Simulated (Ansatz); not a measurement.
```yaml
atoms:
  - { symbol: O, position_ang: [0.0000, 0.0000, 0.1193] }
  - { symbol: H, position_ang: [0.0000, 0.7632, -0.4770] }
  - { symbol: H, position_ang: [0.0000, -0.7632, -0.4770] }
```

Basis set: pcseg-2 (spherical functions). Charge 0, multiplicity 1.

Computed with Ansatz (development build ahead of 0.2.0); free ground-state atoms in the same class of orbitals, no zero-point energy, no relativity. Restricted functionals stand beside restricted open-shell atoms, which can lie above the unrestricted atoms usual in DFT and then raise those values.

The atomization energy of singlet H₂O from measured heats of formation, zero-point and thermal terms removed is 10.086 eV (G2/97 set, Curtiss et al., J. Chem. Phys. 106, 1063 (1997), as shipped with ASE); it holds spin-orbit and other relativistic effects.

Q: How far do ωB97X (restricted), PBE0 (unrestricted) miss it in this basis?

A:

```csv
method,atomization energy (eV),computed − measured (eV)
ωB97X (restricted),10.001,-0.085
PBE0 (unrestricted),9.821,-0.265
```
